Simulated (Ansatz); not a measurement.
Gas-phase reaction in SMILES: [NH2] (NH2) -> [NH2-] (an electron is taken up)
Geometries: B3LYP-D3(BJ)/def2-TZVP minima from Ansatz (a program for electronic structure).
Geometry of the first species:
```
N
H 1 1.0284
H 1 1.0284 2 103.25
```
Charge 0, spin multiplicity 2.

Property: adiabatic electron affinity (electronic energy difference), positive where the reaction releases energy, in eV. Valence correlation only, unless marked. Open shells are spin-unrestricted. Spin-orbit coupling is left out. No relativistic terms. Anions need diffuse functions: aug- sets have them; def2-D sets add few. Basis-set limits of correlation are two-point, X^-3; Hartree-Fock from the larger set.

| level | program | adiabatic electron affinity (eV) |
|---|---|---|
| BLYP/def2-TZVPD | Ansatz | ___ |
| SCS-MP2/aug-cc-pVDZ | Ansatz | 0.63 |
| CCSD(T)/CBS(aug-cc-pVTZ,aug-cc-pVQZ) | Ansatz | 0.74 |

What belongs in the gaps?


- BLYP/def2-TZVPD, adiabatic electron affinity (eV): 0.57
